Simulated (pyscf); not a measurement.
H₃Si–O–SiH₃ + F–CH•–F → •H₂Si–O–SiH₃ + F–CH₂–F (hydrogen abstraction; doublet surface; H–Si broken, C–H formed). Structures and frequencies: ωB97X-D3(BJ)/def2-SVP in PySCF. Rate constants from transition-state theory, ωB97M-D3(BJ)/def2-TZVP energies (ideal gas, 1 atm, RRHO with modes under 100 cm⁻¹ raised to 100, one conformer, R ln 2 for chiral ones without a mode under 150 cm⁻¹; no tunnelling), k in cm³ molecule⁻¹ s⁻¹.

```json
[
 {"T (K)": "298", "1000/T": "3.354", "log10 k": "-21.60"},
 {"T (K)": "600", "1000/T": "1.667", "log10 k": "-17.65"},
 {"T (K)": "900", "1000/T": "1.111", "log10 k": "?"},
 {"T (K)": "1200", "1000/T": "0.833", "log10 k": "-15.20"}
]
```

Q: Fit an Arrhenius line to the three values, give the activation energy, and predict k at 900 K.

A: Least squares gives log10 k = -13.25 − 2.51 × 1000/T, so Ea = 2.51 × ln 10 × 1.987 = 11.5 kcal/mol, against an electronic barrier of 9.7. At 900 K the line gives -16.04; the computed value is -16.10 (ΔG‡ = 43.1 kcal/mol), a factor 1.2 under the line, since the plot is curved. One saddle was located; it need not be the lowest between these sides. The angle at the transferred H is 152°.
